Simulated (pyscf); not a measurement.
Thermochemistry of product channels of `[GaH]` [singlet] + `[NH3]` on the singlet surface, in eV, from ωB97M-D3(BJ)/def2-TZVP energies (ideal gas, 1 atm, RRHO with modes under 100 cm⁻¹ raised to 100, one conformer, R ln 2 for rigid chiral ones). PySCF, gas phase, ωB97X-D3(BJ)/def2-SVP geometries.

| products | ΔE | ΔH(298 K) | ΔG(298 K) | ΔG(1200 K) |
|---|---|---|---|---|
| `[NH]=[GaH]` + `[H][H]` | ___ | +1.36 | +1.39 | ___ |
| `[NH2][Ga]` [singlet] + `[H][H]` | -0.61 | -0.72 | -0.69 | -0.69 |

**Question.** Some entries are withheld; supply them.

**Answer.** 
- `[NH]=[GaH]` + `[H][H]`, ΔE: +1.60
- `[NH]=[GaH]` + `[H][H]`, ΔG(1200 K): +1.37

These are energies of the channels, which say nothing of barriers. Elements up to Kr have no core potential and no relativistic terms here.
